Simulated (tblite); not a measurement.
CH6OSi.
Atom-mapped SMILES: `[CH3:1][O:2][SiH3:3]` (hydrogens: H4, H5, H6 on C1; H7, H8, H9 on Si3)

Computed with GFN2-xTB (tblite), gas phase: Langevin dynamics at 600 K from the optimised GFN2-xTB geometry, time step 0.5 fs, friction 0.01 fs⁻¹, 2000 steps. The instantaneous temperature is 2·E(kin)/(3Nk) with all 3N coordinates.

```tsv
t (fs)	T (K)	E(pot) above start (eV)	C1–O2 (Å)	O2–Si3 (Å)	C1–H4 (Å)
0	558	0.000	1.393	1.621	1.093
25	400	0.245	1.446	1.604	1.056
50	391	0.429	1.424	1.616	1.125
75	388	0.333	1.375	1.643	1.142
100	852	0.251	1.379	1.638	1.121
125	520	0.563	1.356	1.601	1.112
150	676	0.380	1.399	1.644	1.072
175	618	0.613	1.389	1.600	1.045
200	603	0.301	1.412	1.653	1.072
225	379	0.500	1.411	1.653	1.083
250	525	0.334	1.394	1.630	1.088
275	520	0.447	1.422	1.597	1.076
300	530	0.606	1.405	1.681	1.054
325	349	0.692	1.362	1.615	1.118
350	654	0.508	1.423	1.662	1.140
375	562	0.499	1.444	1.597	1.077
400	614	0.566	1.448	1.608	1.049
425	690	0.496	1.400	1.658	1.133
450	574	0.665	1.305	1.664	1.132
475	554	0.412	1.381	1.663	1.101
500	911	0.312	1.381	1.577	1.065
525	573	0.609	1.457	1.639	1.082
550	436	0.827	1.499	1.587	1.067
575	907	0.341	1.387	1.639	1.081
600	764	0.398	1.370	1.647	1.155
625	747	0.475	1.370	1.661	1.153
650	749	0.537	1.397	1.658	1.099
675	898	0.581	1.412	1.615	0.995
700	680	0.878	1.400	1.654	1.049
725	721	0.743	1.405	1.601	1.133
750	786	0.632	1.382	1.607	1.192
775	981	0.603	1.398	1.667	1.097
800	546	0.634	1.386	1.606	1.043
825	724	0.368	1.354	1.637	1.083
850	704	0.371	1.368	1.683	1.165
875	536	0.457	1.354	1.585	1.137
900	711	0.474	1.412	1.697	1.173
925	707	0.340	1.414	1.587	1.098
950	541	0.536	1.463	1.603	1.017
975	317	0.707	1.412	1.578	1.036
1000	608	0.431	1.432	1.629	1.070
```

Problem. From 500 fs on, how do temperature and potential energy compare with equipartition?

Solution. The mean temperature of these 21 frames is 693 K against the target 600 K, and the mean potential energy 0.54 eV against 21 × kT/2 = 0.54 eV for 21 classical harmonic modes. For 9 atoms in a canonical ensemble the temperature itself scatters by T·√(2/(3N)) = 163 K; here its standard deviation is 160 K. The whole run lasts only 10 friction times of 100 fs, so these averages carry a wide statistical error.

Problem. What are the kinetic and total energies of the listed frame with the highest potential energy?

Solution. The one at 700 fs, 0.878 eV above the start. Its kinetic energy is 3NkT/2 = 0.791 eV at 680 K, so the sum is 1.67 eV; over the listed frames the sum runs from 0.65 to 1.74 eV, since the thermostat adds and removes energy.

Problem. How much do the listed bonds fluctuate from 500 fs on?

Solution. 
```tsv
bond	at the start (Å)	mean (Å)	standard deviation (Å)
C1–O2	1.393	1.403	0.036
O2–Si3	1.621	1.627	0.035
C1–H4	1.093	1.095	0.053
```

The motion is classical and holds no zero-point motion.

What follows is the cost of the whole dynamics run. Hardware: Arm Neoverse N1, one thread, on a shared host. Cost: 8.2 s of wall time, 0.18 GiB resident at most.
